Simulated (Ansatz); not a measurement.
Basis sets compared for Si(NH2)H3 (SiNH₅). Charge 0, multiplicity 1. Geometry PBE0-D4/def2-TZVP. Ansatz on 4 threads of Arm Neoverse V2 on a shared host; times are rough, and most runs start from earlier orbitals.

```xyz
7

Si    0.577    0.316    0.051
N    -0.832   -0.661   -0.088
H    -1.362   -0.653   -0.944
H    -1.442   -0.774    0.706
H     1.413    0.085   -1.155
H     1.305   -0.102    1.277
H     0.342    1.788    0.154
```

Binding counts from free atoms (Si triplet, N quartet, H doublet) in the same basis, without a counterpoise term.

| level | functions | energy (Eh) | HOMO (eV) | LUMO (eV) | binding per atom (eV) | wall time |
| --- | --- | --- | --- | --- | --- | --- |
| PBE-D4/def2-SVP | 57 | -346.8953 | -5.68 | 0.14 | 3.15 | 0.25 s |
| PBE-D4/def2-TZVP | 98 | -347.0719 | -5.99 | -0.47 | 3.18 | 0.35 s |
| r2SCAN-D4/def2-TZVP (with forces) | 98 | -347.2375 | -6.30 | 0.09 | 3.17 | 0.9 s |
| PBE0-D4/def2-SVP | 57 | -346.9356 | -7.18 | 1.02 | 3.12 | 0.25 s |
| PBE0-D4/def2-TZVP | 98 | -347.1093 | -7.41 | 0.35 | 3.15 | 0.45 s |

(1) Estimate the rows for PBE-D4/def2-TZVPD, r2SCAN-D4/def2-TZVPD, PBE0-D4/def2-TZVPD.

## Answers

(1) 
```
               level  functions  energy (Eh)  HOMO (eV)  LUMO (eV)  binding per atom (eV)  wall time
   PBE-D4/def2-TZVPD        125    -347.0735      -6.06      -0.76                   3.19      0.5 s
r2SCAN-D4/def2-TZVPD        125    -347.2385      -6.35      -0.15                   3.17        1 s
  PBE0-D4/def2-TZVPD        125    -347.1105      -7.46      -0.02                   3.16     0.55 s
```
